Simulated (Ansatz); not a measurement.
Reaction (adduct formation): `[AlH3]` + `N[SiH3]` → `[AlH3-][NH2+][SiH3]`

Computed with Ansatz on PBE0-D4/def2-TZVP structures; ΔE is electronic, products minus reactants. CBS: MP2 limit from def2 TZ/QZ plus the TZ coupled-cluster correction, frozen cores. This one scheme is used for every species.

```
              species  CCSD(T)/CBS(def2) energy (Eh)
             `[AlH3]`                     -243.78045
            `N[SiH3]`                     -346.80422
`[AlH3-][NH2+][SiH3]`                     -590.62717
```

Work out ΔE.

ΔE = (-590.62717) − (-243.78045) − (-346.80422) = -0.04250 Eh = -111.6 kJ/mol.

Largest T1 diagnostic among the species: 0.010.

From BLYP to BHLYP (50 % exact exchange), in def2-TZVPP and without D4, ΔE moves by −16.0 kJ/mol. At CCSD(T), def2-SVP lies −13.3 kJ/mol from the extrapolated value and def2-TZVPP −0.3 kJ/mol. In def2-TZVPP, CCSD(T) changes the Hartree–Fock value by −25.3 kJ/mol (the triples alone add −3.7 kJ/mol) and MP2 by −25.1 kJ/mol.
